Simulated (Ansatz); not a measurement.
# Scan of [Br···H···CH2], triplet

Starting geometry:

```xyz
5

Br   -0.4478    0.0000    0.0000
H     0.9728    0.0000    0.0000
C     2.4212    0.0000    0.0000
H     2.8357    0.0000    0.9962
H     2.8357    0.0000   -0.9962
```

From there H2 is moved from one fragment to the other while all else, the fragments' distance too, stays fixed; atoms are numbered as listed. Energies are in kcal/mol, counted from the starting geometry at the same level.

Basis cc-pVDZ; Ansatz 0.2.0. Correlated methods freeze the noble-gas cores and the filled d shells of p-block atoms. Prefix R: restricted or restricted open-shell reference; prefix U: unrestricted. Active spaces: valence = (14e, 11o) chosen from the atoms' valence shells. No spin–orbit coupling is included, and no scalar relativity.

Runs in a small pair space aren't shown, since their orbitals change along the scan.

Full CI isn't at hand for all of this; UCCSDT(Q) serves as the reference, and is uncertain by about the last step of the cluster series. The frozen core follows each run's orbitals, which can shift R against U totals by a few meV for light atoms and by up to 0.1 eV past Ca.

```tsv
distance Br1-H2 (Å)	UCCSDT(Q)	error UHF	error UMP2	error UCCSD(T)	error BCCD(T)	error RCCSDT(Q)	error NEVPT2 (valence space)
1.321	7.9	-2.1	-0.6	-0.1	-0.1	0.0	-0.2
1.421	0.0	0.0	0.0	0.0	0.0	0.0	0.0
1.472	-2.7	1.0	0.3	0.0	0.0	0.0	0.1
1.523	-5.1	1.7	0.6	0.0	0.0	0.0	0.3
1.574	-7.4	2.1	0.8	0.0	0.0	0.0	0.5
1.625	-9.7	2.1	0.7	0.0	0.0	0.0	0.8
1.677	-11.8	1.7	0.6	0.0	0.0	0.0	1.1
1.728	-13.2	0.8	0.4	0.0	0.0	0.0	1.4
1.779	-13.4	-0.2	0.2	-0.1	0.0	0.0	1.6
```

Errors are those of relative energies. In total energy the starting point itself misses UCCSDT(Q) by: UHF 170.3, UMP2 25.6, UCCSD(T) 0.7, BCCD(T) 0.7, RCCSDT(Q) 0.0, NEVPT2 (valence space) 29.9 kcal/mol.

Spread of the error over the points with a reference, to 1.779 Å (largest less smallest): RCCSDT(Q) 0.0, BCCD(T) 0.1, UCCSD(T) 0.1, UMP2 1.3, NEVPT2 (valence space) 1.8, UHF 4.2 kcal/mol.
